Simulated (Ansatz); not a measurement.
Geometry optimisation, RKS B3LYP/6-31G* (Ansatz 0.2.0).

Input file:

```yaml
crystal:
  periodic: [false, false, false]
  atoms:
    - { symbol: Si, position_ang: [0.0, 0.0, 0.0] }
    - { symbol: Cl, position_ang: [0.0, 0.0, 2.13] }
    - { symbol: H, position_ang: [1.3768, 0.0, -0.4862] }
    - { symbol: C, position_ang: [-0.8808, 1.5259, -0.6227] }
    - { symbol: H, position_ang: [-1.9334, 1.2723, -0.8671] }
    - { symbol: H, position_ang: [-0.8624, 2.3106, 0.1622] }
    - { symbol: H, position_ang: [-0.3704, 1.9025, -1.5336] }
    - { symbol: H, position_ang: [-0.6877, -1.1914, -0.4862] }
basis:
  gaussian: { orbitals: "6-31G*" }
hamiltonian:
  xc: b3lyp
relax:
  f_tol: 0.02
  max_steps: 40
output:
  orbitals: {}
```

Command:

```bash
$ ansatz run input.yaml --threads 1 --pin off --max-ram 2048MiB --backend cpu --events-out ev --progress --plain --runs-dir out
```

**Question.** Where does it end, and by what steps?

**Answer.** The run converged. The force dipped under the threshold on the way, but the program's further checks kept it going. After 9 steps the energy has fallen by 0.107 eV; H5 moved furthest, 0.47 Å.

```json
{"step": "0", "energy less start (eV)": "0.0000", "largest force component (eV/Å)": "0.663", "accepted": "yes"}
{"step": "1", "energy less start (eV)": "-0.0597", "largest force component (eV/Å)": "0.403", "accepted": "yes"}
{"step": "2", "energy less start (eV)": "-0.0734", "largest force component (eV/Å)": "0.100", "accepted": "yes"}
{"step": "3", "energy less start (eV)": "-0.0962", "largest force component (eV/Å)": "0.095", "accepted": "yes"}
{"step": "4", "energy less start (eV)": "-0.0687", "largest force component (eV/Å)": "0.843", "accepted": "no"}
{"step": "5", "energy less start (eV)": "-0.1027", "largest force component (eV/Å)": "0.106", "accepted": "yes"}
{"step": "6", "energy less start (eV)": "-0.1061", "largest force component (eV/Å)": "0.006", "accepted": "yes"}
{"step": "7", "energy less start (eV)": "-0.1065", "largest force component (eV/Å)": "0.061", "accepted": "yes"}
{"step": "8", "energy less start (eV)": "-0.1056", "largest force component (eV/Å)": "0.104", "accepted": "no"}
{"step": "9", "energy less start (eV)": "-0.1067", "largest force component (eV/Å)": "0.000", "accepted": "yes"}
```

```xyz
8
Properties=species:S:1:pos:R:3
Si 0.020 0.018 -0.001
Cl -0.270 -0.202 2.056
H 1.482 0.127 -0.227
C -0.887 1.538 -0.620
H -1.963 1.459 -0.437
H -0.522 2.445 -0.125
H -0.731 1.652 -1.700
H -0.487 -1.218 -0.649
```

The run took 29 s on 1 thread of Arm Neoverse V1, with other jobs on the host, peak memory 0.13 GiB.
